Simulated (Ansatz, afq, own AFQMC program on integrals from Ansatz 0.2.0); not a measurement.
Integrals from Ansatz 0.2.0, then the random walk in our own AFQMC program (afq).

```yaml
crystal:
  periodic: [false, false, false]
  atoms:
    - {symbol: Cl, position_ang: [0.000000, 0.000000, 0.000000]}
basis:
  gaussian: {orbitals: def2-TZVPP}
magnetization: {spin_polarized: true, initial_magnetization: 1}
correlation: {method: ccsd_t, electrons: outside_noble_gas, hamiltonian_folder: ham}
```

```sh
$ ansatz run in.yaml --threads 1 --pin off --events-out ev --progress --plain --max-ram 24576MiB --backend cuda --devices 0, --max-vram 18GiB
```

afq runs on the folder ham with

```
--method free --trial cisd --walkers 4000 --time-step 0.03 --max-blocks 4000 --target-error 0.00019 --factor-cut 1e-05 --seed 2259 --times 0,0.3,0.6,1.2,1.8,2.4,3.6,4.8,6 --taylor-order 8
```

Times are imaginary, in 1/Eh. The walk had a cap of 61 s.

Log:

```
orbitals 37  electrons 4 3  factors 239 of 244
reference energy -459.47685240 Eh
CCSD correlation -0.18202876 Eh in 7 cycles, weight of the determinant in the CISD state 0.9296
repeat  energy at the last time / Eh  error
    10  -459.665348  0.000161
    20  -459.665470  0.000108
time / (1/Eh)  energy / Eh  error  mean overlap
  0.00  -459.658866  0.000013  1.0756
  0.30  -459.663486  0.000025  1.0746
  0.60  -459.664674  0.000025  1.0773
  1.20  -459.665287  0.000025  1.0816
  1.80  -459.665459  0.000036  1.0841
  2.40  -459.665480  0.000049  1.0863
  3.60  -459.665556  0.000069  1.0845
  4.80  -459.665381  0.000075  1.0991
  6.00  -459.665449  0.000095  1.1094
energy -459.665449 +/- 0.000095 Eh
```

The run passed its tests (error under three times the target), which doesn't prove that it has relaxed, ending at its cap on processor time.

Against this walk (error 2.6 meV) on the same determinant: CCSD(T) 21.9 meV higher, CCSDT(Q) 0.9 meV lower (within the noise). The error is statistical, and a free projection of finite length keeps a remainder of its start.

Cautions: remainder of the start not in the error.

The walk took 62 s on 1 × NVIDIA H100 80GB HBM3 with 2 threads of AMD EPYC 7R13 Processor (Zen 3), on a shared host (the card was shared). The log's last line is the free-projection energy.

CCSDT and higher add their correlation energy to the determinant of the CCSD(T) run, since their own runs factorise the integrals more tightly (a shift of under 2 meV). A walk keeps the symmetry of its determinant, which the program's search chose and which needn't be the lowest solution, so a lower state of the same spin and another symmetry isn't excluded.
